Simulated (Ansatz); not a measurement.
# How the width of the whole s-p valence band of diamond-structure Ge moves with the method

No measured value is used here.

Question: Put these levels in order of the width of the whole s-p valence band that they give for diamond-structure Ge, smallest first: HSE06 (Ansatz, a program for electronic structure), RPBE (Ansatz), r²SCAN (Ansatz).

Answer: RPBE (12.74 eV), r²SCAN (13.30 eV), HSE06 (14.06 eV)

Widths are read from band energies on the run's k points.  Values are at the measured cell. Cutoffs and k meshes differ between the levels. Ansatz's density-functional and Hartree–Fock values are scalar-relativistic unless marked +SOC, with PAW data made under PBE.
